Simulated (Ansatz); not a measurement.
# CH4NS+ (SMILES [NH3+]C=S): functionals against CCSD(T) at one geometry

The atoms stand at a structure displaced at random from a GFN2-xTB minimum. How far do the functionals agree with CCSD(T) there?

The runs use Ansatz 0.2.0, Gaussian basis; single points in def2-TZVPP.

Cores are frozen in the correlated methods.

### Step 1. The starting structure

7 atoms, charge 1, spin multiplicity 1.

Atoms are counted from 1 here; the program's logs count them from 0.

Bond lengths: N1–C2 1.502 Å, N1–H4 1.049 Å, N1–H5 1.088 Å, N1–H6 1.078 Å, C2–S3 1.600 Å, C2–H7 1.168 Å. Angles: C2–N1–H4 123.4°, C2–N1–H5 99.9°, C2–N1–H6 113.7°, H4–N1–H5 117.7°, H4–N1–H6 94.4°, H5–N1–H6 107.5°, N1–C2–S3 126.9°, N1–C2–H7 108.1°, S3–C2–H7 124.9°.

Coordinates:

```xyz
7
charge 1, multiplicity 1
N    -0.4285    0.4569   -0.2831
C     0.4081   -0.6300    0.3293
S     1.8857   -0.4833    0.9257
H    -1.4342    0.3283   -0.5528
H     0.2589    0.8142   -1.0472
H    -0.6264    1.2792    0.3852
H    -0.1749   -1.6374    0.2294
```

### Step 2. CCSD(T)/def2-TZVPP

run/in.yaml

```yaml
crystal:
  periodic: [false, false, false]
  atoms:
    - {symbol: N, position_ang: [-0.428500, 0.456900, -0.283100]}
    - {symbol: C, position_ang: [0.408100, -0.630000, 0.329300]}
    - {symbol: S, position_ang: [1.885700, -0.483300, 0.925700]}
    - {symbol: H, position_ang: [-1.434200, 0.328300, -0.552800]}
    - {symbol: H, position_ang: [0.258900, 0.814200, -1.047200]}
    - {symbol: H, position_ang: [-0.626400, 1.279200, 0.385200]}
    - {symbol: H, position_ang: [-0.174900, -1.637400, 0.229400]}
basis:
  gaussian: {orbitals: def2-TZVPP}
total_charge: 1
correlation: {method: ccsd_t}
output: {forces: true}
```

No record of the launch command was kept for these runs.

### Step 3. PBE0-D4/def2-TZVPP

Edit run/in.yaml of step 2 so:

```diff
@@ -13,3 +13,3 @@
 total_charge: 1
-correlation: {method: ccsd_t}
-output: {forces: true}
+hamiltonian: {xc: pbe0, dispersion: d4}
+output: {forces: true, orbitals: {seedname: orbitals}}
```

### Step 4. wB97M-V/def2-TZVPP

Edit run/in.yaml of step 3 so:

```diff
@@ -13,3 +13,3 @@
 total_charge: 1
-hamiltonian: {xc: pbe0, dispersion: d4}
-output: {forces: true, orbitals: {seedname: orbitals}}
+hamiltonian: {xc: {name: wB97M-V}}
+output: {forces: true}
```

### Step 5. r2SCAN-D4/def2-TZVPP

Edit run/in.yaml of step 4 so:

```diff
@@ -13,3 +13,3 @@
 total_charge: 1
-hamiltonian: {xc: {name: wB97M-V}}
+hamiltonian: {xc: r2scan, dispersion: d4}
 output: {forces: true}
```

### Step 6. PBE-D4/def2-TZVPP

Edit run/in.yaml of step 5 so:

```diff
@@ -13,3 +13,3 @@
 total_charge: 1
-hamiltonian: {xc: r2scan, dispersion: d4}
+hamiltonian: {xc: pbe, dispersion: d4}
 output: {forces: true}
```

### Step 7. LC-wPBE/def2-TZVPP

Edit run/in.yaml of step 6 so:

```diff
@@ -13,3 +13,3 @@
 total_charge: 1
-hamiltonian: {xc: pbe, dispersion: d4}
+hamiltonian: {xc: {name: LC-wPBE}}
 output: {forces: true}
```

### Step 8. r2SCANh-D4/def2-TZVPP

Edit run/in.yaml of step 7 so:

```diff
@@ -13,3 +13,3 @@
 total_charge: 1
-hamiltonian: {xc: {name: LC-wPBE}}
+hamiltonian: {xc: {name: r2SCANh}, dispersion: d4}
 output: {forces: true}
```

(Steps that only read results are left out.)

**Question.** What will these runs give? Wanted: energy less free atoms, CCSD(T)/def2-TZVPP; RMS force component; RMS force error; HOMO and LUMO, PBE0-D4; T1 diagnostic.

As calculated:

```
                                  quantity                                                                                              value
energy less free atoms, CCSD(T)/def2-TZVPP                                                                                     -1519.1 kJ/mol
                       RMS force component                                                               1.249 to 1.425 eV/Å over the methods
                           RMS force error  PBE0-D4 0.253, wB97M-V 0.267, r2SCAN-D4 0.211, PBE-D4 0.225, LC-wPBE 0.391, r2SCANh-D4 0.242 eV/Å
                    HOMO and LUMO, PBE0-D4                                                                                -12.59 and -8.14 eV
                             T1 diagnostic                                                                                              0.014
```

Against CCSD(T) the functionals' energies less atoms differ by -156.5 to -26.2 kJ/mol, PBE-D4 by -156.5 kJ/mol. A larger basis would deepen the CCSD(T) value, while the functionals are nearly converged already, so the order here is not reliable. The forces of r2SCAN-D4 come nearest to CCSD(T), those of LC-wPBE are farthest. Frozen-core CCSD(T) forces in triple zeta carry basis errors of their own, and this is one geometry, so small gaps rank nothing. The restricted Hartree–Fock reference is unstable towards an unrestricted one at one or more of these structures.
